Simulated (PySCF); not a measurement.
Species: C₂HF₃S.
Bonds: F1–C2, C2–F3, C2–F4, C2–C5, C5–S6 (double). Hydrogens: H7 on C5.

Method used: EOM-IP-CCSD/aug-cc-pVDZ in PySCF, restricted Hartree–Fock reference, 10 core orbitals frozen, non-relativistic, gas phase, PBE0-D3(BJ)/def2-SVP geometry.

Hartree–Fock orbital energies give these Koopmans values (eV): HOMO 10.45, HOMO-1 12.28, HOMO-2 15.47, HOMO-3 16.98, HOMO-4 18.13, HOMO-5 18.57, HOMO-6 18.60, HOMO-7 19.76.

Task: What vertical ionisation energies does EOM-IP-CCSD give?

Result: 
```json
{"leading hole (HF orbital)": "HOMO", "Koopmans (eV)": "10.45", "EOM-IP-CCSD (eV)": "9.84", "change (eV)": "-0.61", "one-hole share": "0.95"}
{"leading hole (HF orbital)": "HOMO-1", "Koopmans (eV)": "12.28", "EOM-IP-CCSD (eV)": "12.48", "change (eV)": "+0.20", "one-hole share": "0.96"}
{"leading hole (HF orbital)": "HOMO-2", "Koopmans (eV)": "15.47", "EOM-IP-CCSD (eV)": "14.16", "change (eV)": "-1.31", "one-hole share": "0.95"}
{"leading hole (HF orbital)": "HOMO-3", "Koopmans (eV)": "16.98", "EOM-IP-CCSD (eV)": "15.02", "change (eV)": "-1.96", "one-hole share": "0.94"}
{"leading hole (HF orbital)": "HOMO-4", "Koopmans (eV)": "18.13", "EOM-IP-CCSD (eV)": "15.28", "change (eV)": "-2.85", "one-hole share": "0.95"}
{"leading hole (HF orbital)": "HOMO-5", "Koopmans (eV)": "18.57", "EOM-IP-CCSD (eV)": "15.97", "change (eV)": "-2.60", "one-hole share": "0.95"}
{"leading hole (HF orbital)": "HOMO-6", "Koopmans (eV)": "18.60", "EOM-IP-CCSD (eV)": "16.02", "change (eV)": "-2.58", "one-hole share": "0.94"}
{"leading hole (HF orbital)": "HOMO-7", "Koopmans (eV)": "19.76", "EOM-IP-CCSD (eV)": "17.06", "change (eV)": "-2.70", "one-hole share": "0.94"}
```

Task: Does the order of the lines follow the orbital energies?

Result: Yes, no two lines change places. The corrections run from -2.85 to +0.20 eV, with a mean of -1.80 eV over the 8 lines; EOM-IP-CCSD lies above the Koopmans value for HOMO-1.

Task: At what kinetic energies would He I light (21.22 eV) eject these electrons?

Result: 11.38 eV (HOMO), 8.74 eV (HOMO-1), 7.06 eV (HOMO-2), 6.20 eV (HOMO-3), 5.94 eV (HOMO-4), 5.25 eV (HOMO-5), 5.20 eV (HOMO-6), 4.16 eV (HOMO-7).

Lines less than 0.15 eV apart could change places at a higher level. One root was sought for each valence orbital with −ε under 21 eV, eight at most, so deeper holes and satellites are missing; no vibrational structure.

Shape of the structure used: `[F:1][C:2]([F:3])([F:4])[CH:5]=[S:6]`: F1–C2–C5–S6 -120°.
